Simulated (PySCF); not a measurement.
Gas-phase reaction: 2 SOF2 = S2O + O + 2 F2

Energies from PySCF (xtb for GFN2), thermal terms from the rigid-rotor harmonic-oscillator model, ideal gas at 1 bar. Table values come from the NASA 1993 polynomials. After a fit of one offset per element over all species, the range-separated, M06-2X, PBE0/def2-QZVP and CCSD(T)/def2-TZVPP enthalpies, where run, lie to one side of the table for SOF2 (-46 kJ/mol), S2O (+20 kJ/mol): a fault of the table's entry, another state or a shared error of the levels is possible; this was not checked at source. † marks an energy on the PBE0/def2-TZVP geometry and frequencies; other levels use their own. CCSD(T) freezes the core. Open shells (unrestricted): O (multiplicity 3, electronic degeneracy 9); the rest are closed-shell singlets. GFN2 has no spin-polarisation term. Spin-orbit splitting is ignored; it lowers the true energy and changes the entropy of O. B3LYP is the form with VWN-RPA correlation. For this reaction the table lies outside the span of B3LYP, CCSD(T), M06-2X, MP2, PBE0, r2SCAN, ωB97M-V, ωB97X-V in their largest bases here; which side is off was not settled. CCSD(T) isn't extrapolated to the basis-set limit; its ΔH°(298 K) is 1122.0 kJ in def2-SVP and 1323.3 kJ in def2-TZVPP. The harmonic model lacks anharmonicity and excited electronic states, which grow with temperature; levels with a mode under 35 cm⁻¹ are left out. The table's entry may be an old estimate for SOF2, S2O (not checked at source). Warning, large T1 diagnostic: S2O (CCSD(T)/def2-SVP†, CCSD(T)/def2-TZVPP†).

```tsv
level	ΔH°(298 K), kJ	minus table	ΔG°(2000 K), kJ
table	1280.5	-	728.3
B3LYP/def2-TZVP†	1348.5	68.0	805.4
BLYP/def2-TZVP†	1320.5	40.0	777.4
CCSD(T)/def2-SVP†	1122.0	-158.5	578.8
CCSD(T)/def2-TZVPP†	1323.3	42.8	780.2
GFN2-xTB	1800.6	520.1	1282.0
HF/def2-TZVP†	1212.5	-68.0	669.4
M06-2X/def2-TZVP†	1400.6	120.1	857.5
PBE/def2-SVP	1256.4	-24.1	725.5
PBE/def2-TZVP†	1375.6	95.1	832.5
PBE0/def2-QZVP†	1395.5	115.0	852.4
PBE0/def2-SVP†	1229.0	-51.5	685.8
```
